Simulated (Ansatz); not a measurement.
SiSe₂ (Ibam, No. 72) was calculated with LDA (plane waves, PAW; Ansatz, a first-principles code).

Settings: plane-wave cutoff 520 eV, 8×8×8 k mesh, Fermi–Dirac smearing 0.01 eV, scalar-relativistic PAW data made under PBE.

Cell (relaxed at this level):

Se2Si is taken in the orthorhombic space group Ibam (No. 72), Pearson symbol oI12. Lattice parameters: a = 6.0795 Å, b = 8.8220 Å, c = 5.8070 Å, α = β = γ = 90.00°. Si on 4a sees 4 Se at 2.277 Å (tetrahedral). Se on 8j has 2 Si at 2.277 Å (bent). (Neighbours: up to the widest gap in distance over summed covalent radii, below 1.35, at either atom.)
(The calculation used a cell of 6 atoms; values per cell refer to that cell.)

What does this level give for the band gap, Γ–Γ gap and bulk modulus?


- band gap: 1.38 eV (on the SCF k mesh)
- Γ–Γ gap: 2.77 eV
- bulk modulus: 12.8 GPa

Note: the bulk modulus is −V dP/dV from two relaxed cells at ±2 % in volume; the volume lies 8 % below that of the published cell.

Spin–orbit coupling is not included.

Static lattice: no zero-point or thermal effects.
